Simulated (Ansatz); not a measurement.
## Nudged elastic band run: C4H7ClO

The input (input.yaml):

```yaml
crystal:
  periodic: [false, false, false]
  atoms:
    - { symbol: C, position_ang: [0.578181, -2.503143, -0.270481] }
    - { symbol: C, position_ang: [0.903722, -1.211248, -0.185709] }
    - { symbol: Cl, position_ang: [2.543874, -0.722748, 0.284981] }
    - { symbol: O, position_ang: [0.077028, -0.211674, -0.508632] }
    - { symbol: C, position_ang: [-0.122201, 0.850006, 0.434838] }
    - { symbol: C, position_ang: [-1.107409, 1.827563, -0.167353] }
    - { symbol: H, position_ang: [1.317047, -3.282294, -0.091212] }
    - { symbol: H, position_ang: [-0.441371, -2.771847, -0.551017] }
    - { symbol: H, position_ang: [0.845922, 1.33276, 0.647229] }
    - { symbol: H, position_ang: [-0.502336, 0.421997, 1.38031] }
    - { symbol: H, position_ang: [-0.716544, 2.239566, -1.110047] }
    - { symbol: H, position_ang: [-2.069341, 1.335964, -0.377717] }
    - { symbol: H, position_ang: [-1.286074, 2.6605, 0.529809] }
basis:
  gaussian: { orbitals: def2-SVP }
hamiltonian:
  xc: b3lyp
  dispersion: d4
neb:
  order_check: false
  images: 8
  f_tol: 0.05
  max_iterations: 60
  initial_path: idpp
  climbing: false
  final_atoms:
    - { symbol: C, position_ang: [0.5788101, -2.50340804, -0.2704682] }
    - { symbol: C, position_ang: [0.90412924, -1.21138597, -0.18564042] }
    - { symbol: Cl, position_ang: [2.54391618, -0.72178913, 0.28152867] }
    - { symbol: O, position_ang: [0.07622077, -0.21218392, -0.50751812] }
    - { symbol: C, position_ang: [-0.12278264, 0.84963556, 0.43569133] }
    - { symbol: C, position_ang: [-1.107091, 1.82749799, -0.16729686] }
    - { symbol: H, position_ang: [-0.44170624, -2.77123551, -0.54816887] }
    - { symbol: H, position_ang: [1.31775778, -3.28300329, -0.09464059] }
    - { symbol: H, position_ang: [0.84521644, 1.33245077, 0.64885916] }
    - { symbol: H, position_ang: [-0.50373875, 0.42229486, 1.3813602] }
    - { symbol: H, position_ang: [-0.71589691, 2.23796753, -1.11067715] }
    - { symbol: H, position_ang: [-2.06977383, 1.33691789, -0.37699119] }
    - { symbol: H, position_ang: [-1.28456314, 2.66164326, 0.52896104] }
```

Command:

```bash
$ ansatz run input.yaml --threads 2 --pin off --max-ram 3072MiB --backend cpu --events-out ev --progress --plain --runs-dir out
```

Output, in part (warnings, iteration lines, the closing report on the highest movable image, with atoms numbered from 0):

```
NEB end point (image 0): max|allowed force component| = 1.428e-2 eV/Å (the criterion of neb.relax_end_points is 1.000e-2)
NEB end point (image 9): max|allowed force component| = 4.783e-3 eV/Å (the criterion of neb.relax_end_points is 1.000e-2)
NEB iter   1: max|band force component| = 2.027e0 eV/Å  barrier→ = 2.9137 eV  barrier← = 2.9137 eV  Δτ_max = 0.2000 Å  (292 SCF iters)
NEB iter   2: max|band force component| = 7.469e-1 eV/Å  barrier→ = 2.9224 eV  barrier← = 2.9224 eV  Δτ_max = 0.2000 Å  (245 SCF iters)
NEB iter   3: max|band force component| = 1.007e0 eV/Å  barrier→ = 2.8467 eV  barrier← = 2.8467 eV  Δτ_max = 0.1003 Å  (252 SCF iters)
NEB iter   4: max|band force component| = 1.126e0 eV/Å  barrier→ = 2.7356 eV  barrier← = 2.7356 eV  Δτ_max = 0.0501 Å  (251 SCF iters)
NEB iter   5: max|band force component| = 9.616e-1 eV/Å  barrier→ = 2.6518 eV  barrier← = 2.6518 eV  Δτ_max = 0.0500 Å  (252 SCF iters)
NEB iter   6: max|band force component| = 6.796e-1 eV/Å  barrier→ = 2.5624 eV  barrier← = 2.5624 eV  Δτ_max = 0.0500 Å  (254 SCF iters)
NEB iter   7: max|band force component| = 6.846e-1 eV/Å  barrier→ = 2.4588 eV  barrier← = 2.4588 eV  Δτ_max = 0.0999 Å  (244 SCF iters)
NEB iter   8: max|band force component| = 5.838e-1 eV/Å  barrier→ = 2.2764 eV  barrier← = 2.2764 eV  Δτ_max = 0.1000 Å  (243 SCF iters)
NEB iter   9: max|band force component| = 5.380e-1 eV/Å  barrier→ = 2.2402 eV  barrier← = 2.2402 eV  Δτ_max = 0.1000 Å  (244 SCF iters)
NEB iter  10: max|band force component| = 4.829e-1 eV/Å  barrier→ = 2.2619 eV  barrier← = 2.2619 eV  Δτ_max = 0.1003 Å  (240 SCF iters)
NEB iter  11: max|band force component| = 5.315e-1 eV/Å  barrier→ = 2.3134 eV  barrier← = 2.3135 eV  Δτ_max = 0.1995 Å  (241 SCF iters)
NEB iter  12: max|band force component| = 2.897e-1 eV/Å  barrier→ = 2.3548 eV  barrier← = 2.3548 eV  Δτ_max = 0.2000 Å  (239 SCF iters)
NEB iter  13: max|band force component| = 8.924e-1 eV/Å  barrier→ = 2.5251 eV  barrier← = 2.5251 eV  Δτ_max = 0.1005 Å  (252 SCF iters)
NEB iter  14: max|band force component| = 4.129e-1 eV/Å  barrier→ = 2.4511 eV  barrier← = 2.4511 eV  Δτ_max = 0.0565 Å  (238 SCF iters)
NEB iter  15: max|band force component| = 1.970e-1 eV/Å  barrier→ = 2.4473 eV  barrier← = 2.4473 eV  Δτ_max = 0.0482 Å  (236 SCF iters)
NEB iter  16: max|band force component| = 1.119e-1 eV/Å  barrier→ = 2.4432 eV  barrier← = 2.4432 eV  Δτ_max = 0.0169 Å  (231 SCF iters)
NEB iter  17: max|band force component| = 8.892e-2 eV/Å  barrier→ = 2.4393 eV  barrier← = 2.4393 eV  Δτ_max = 0.0698 Å  (223 SCF iters)
NEB iter  18: max|band force component| = 2.964e-1 eV/Å  barrier→ = 2.4168 eV  barrier← = 2.4168 eV  Δτ_max = 0.0350 Å  (234 SCF iters)
NEB iter  19: max|band force component| = 1.420e-1 eV/Å  barrier→ = 2.3999 eV  barrier← = 2.3999 eV  Δτ_max = 0.0701 Å  (235 SCF iters)
NEB iter  20: max|band force component| = 1.664e-1 eV/Å  barrier→ = 2.3454 eV  barrier← = 2.3454 eV  Δτ_max = 0.0351 Å  (241 SCF iters)
NEB iter  21: max|band force component| = 1.579e-1 eV/Å  barrier→ = 2.3087 eV  barrier← = 2.3087 eV  Δτ_max = 0.0351 Å  (234 SCF iters)
NEB iter  22: max|band force component| = 1.377e-1 eV/Å  barrier→ = 2.2744 eV  barrier← = 2.2745 eV  Δτ_max = 0.0348 Å  (235 SCF iters)
NEB iter  23: max|band force component| = 1.187e-1 eV/Å  barrier→ = 2.2574 eV  barrier← = 2.2574 eV  Δτ_max = 0.0348 Å  (224 SCF iters)
NEB iter  24: max|band force component| = 1.041e-1 eV/Å  barrier→ = 2.2347 eV  barrier← = 2.2347 eV  Δτ_max = 0.0348 Å  (231 SCF iters)
NEB iter  25: max|band force component| = 5.946e-2 eV/Å  barrier→ = 2.1988 eV  barrier← = 2.1988 eV  Δτ_max = 0.0349 Å  (235 SCF iters)
NEB iter  26: max|band force component| = 1.087e-1 eV/Å  barrier→ = 2.1390 eV  barrier← = 2.1390 eV  Δτ_max = 0.0176 Å  (234 SCF iters)
NEB iter  27: max|band force component| = 1.444e-1 eV/Å  barrier→ = 2.1177 eV  barrier← = 2.1177 eV  Δτ_max = 0.0087 Å  (225 SCF iters)
NEB iter  28: max|band force component| = 6.224e-2 eV/Å  barrier→ = 2.0990 eV  barrier← = 2.0990 eV  Δτ_max = 0.0087 Å  (193 SCF iters)
NEB iter  29: max|band force component| = 4.606e-2 eV/Å  barrier→ = 2.0737 eV  barrier← = 2.0737 eV  Δτ_max = 0.0000 Å  (433 SCF iters)
Total energy: -18821.27696603 eV, -691.6691709817 hartree
Atom 0 at     0.472846    -2.536011    -0.761919 Å, force    -0.005295     0.027644    -0.025804 eV/Å
Atom 1 at     0.675751    -1.319455    -0.188529 Å, force    -0.096166    -0.059348     0.081127 eV/Å
Atom 2 at     2.170168    -0.964743     0.831250 Å, force    -0.372153    -0.306873     0.827879 eV/Å
Atom 3 at    -0.121247    -0.281364    -0.270058 Å, force     0.204890     0.130554    -0.374147 eV/Å
Atom 4 at     0.113097     1.006944     0.345653 Å, force     0.065969     0.068952    -0.133645 eV/Å
Atom 5 at    -1.164118     1.808337     0.215043 Å, force     0.021520     0.004679    -0.047452 eV/Å
Atom 6 at     0.327677    -3.414286    -0.138503 Å, force     1.307738    -0.321175     0.336763 eV/Å
Atom 7 at     0.652451    -2.723761    -1.819330 Å, force    -1.228808     0.386215    -0.451797 eV/Å
Atom 8 at     0.967272     1.479725    -0.156980 Å, force     0.076445     0.153815    -0.015651 eV/Å
Atom 9 at     0.386221     0.852531     1.402188 Å, force    -0.004129    -0.084446    -0.133318 eV/Å
Atom 10 at    -1.456935     1.909611    -0.839741 Å, force    -0.020299     0.032101    -0.028255 eV/Å
Atom 11 at    -1.993735     1.333164     0.761849 Å, force     0.048215    -0.028333    -0.026219 eV/Å
Atom 12 at    -1.008950     2.814710     0.634078 Å, force     0.002074    -0.003784    -0.009482 eV/Å
Dipole moment:    -0.144660     0.529564     0.091275 e Å
```

The forces met the threshold. The profile has 2 maxima (images 2, 5) with wells between them (image 3): this band takes more than one step, which may be the mechanism or a detour left from its start path. Neighbouring images differ by up to 1.7 eV, so the band resolves the path poorly. No image climbed, so the highest image needn't sit at the top of the path.

Final band (atoms are numbered from 1 in the order of the input):

```csv
image,path coordinate (Å),energy (kJ/mol),dihedral H7–C1–C2–Cl3 (°)
0,0.00,0.0,-2
1,0.93,1.5,-2
2,1.86,4.9,0
3,2.79,2.3,2
4,3.71,34.7,25
5,4.63,200.1,64
6,5.53,160.5,114
7,6.44,17.3,164
8,7.35,2.0,179
9,8.26,0.0,179
```

Time of the run: 10 min on 2 threads of Intel(R) Xeon(R) Platinum 8488C (Sapphire Rapids) (shared host), peak memory 0.32 GiB.
